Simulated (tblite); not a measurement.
C₅H₅O (doublet state).
Geometry (GFN2-xTB, Å), atoms numbered from 1 in this order:
```
atom  x, y, z in Å
C1    -1.8747    0.1278    0.5278
C2    -0.8404    0.2590   -0.2808
C3     0.2645   -0.7541   -0.3895
C4     1.5851   -0.1893   -0.2835
C5     2.4642    0.7049   -0.2319
O6     3.4362    1.3772   -0.1650
H7    -2.6484    0.8737    0.5900
H8    -1.9937   -0.7336    1.1655
H9    -0.7298    1.1330   -0.9084
H10    0.2015   -1.2507   -1.3700
H11    0.1409   -1.5452    0.3597
```

All values are computed: GFN2-xTB (tblite) harmonic vibrations without scaling, gas phase. This tight-binding method is rough: wavenumbers can miss measured ones by several per cent, in bad cases by 10 to 20. One conformer, not necessarily the lowest. Open shells enter through the occupations alone, without spin polarisation, and single modes of such species can be off by tens of per cent.

Harmonic wavenumbers (cm⁻¹): 49.6, 87.9, 157.8, 333.7, 373.9, 390.7, 411.0, 602.5, 811.9, 850.4, 898.8, 948.1, 1014.1, 1069.1, 1124.7, 1237.2, 1284.9, 1367.7, 1411.2, 1535.0, 1704.2, 2253.0, 2851.3, 2917.7, 3067.7, 3096.8, 3127.5.

A = 12975, B = 1577, C = 1463 MHz; mass 81.034 u (most abundant isotopes); point group C1, symmetry number 1; spin multiplicity 2.

Q: Zero-point energy?

A: Half the sum of the wavenumbers: 17489 cm⁻¹ = 50.00 kcal/mol.

Q: Entropy at 350 K, 1 bar (ideal gas, RRHO, classical rotation)?

A: Translation 39.91, rotation 27.25, vibration 19.63, spin (R ln 2) 1.38: S = 88.2 cal/(mol K).

Q: And Cp and H(350 K) − H(0)?

A: Cp = 27.29 cal/(mol K), of which vibrations give 19.34 (their classical limit is 27 R = 53.7); H(350 K) − H(0) = 6.28 kcal/mol without the zero-point energy, 3.50 from vibrations.

Q: How do the functions run with temperature in this model?

A: 
| T (K) | S (cal/(mol K)) | Cp (cal/(mol K)) | H − H(0) (kcal/mol) | G − H(0) (kcal/mol) | ln q(vib) |
| --- | --- | --- | --- | --- | --- |
| 50 | 55.2 | 11.3 | 0.47 | -2.29 | 0.37 |
| 100 | 63.9 | 14.0 | 1.10 | -5.29 | 1.13 |
| 298.15 | 84.0 | 24.6 | 4.94 | -20.11 | 4.10 |
| 373.15 | 90.0 | 28.4 | 6.93 | -26.64 | 5.18 |
| 500 | 99.1 | 34.1 | 10.90 | -38.64 | 6.97 |
| 750 | 114.5 | 42.0 | 20.49 | -65.41 | 10.34 |
| 1000 | 127.4 | 47.3 | 31.70 | -95.69 | 13.46 |

q(vib) and H(0) count from the zero-point level.

Q: Which modes carry the vibrational entropy at 350 K?

A: 49.6 cm⁻¹: 5.15; 87.9 cm⁻¹: 4.02; 157.8 cm⁻¹: 2.88; 333.7 cm⁻¹: 1.51; 373.9 cm⁻¹: 1.32; 390.7 cm⁻¹: 1.25 cal/(mol K); the other 21 give 3.50 together.

Q: What must be added to the electronic energy to get the Gibbs energy at 350 K and 1 bar?

A: ZPE + [H(350 K) − H(0)] − T·S = 50.00 + 6.28 − 30.86 = 25.42 kcal/mol.

Hindered rotation and anharmonicity are outside this model. Other conformers, if any are populated, would add a mixing term that is left out. The structure is chiral; the term R ln 2 for an equal mix with its mirror image is left out.
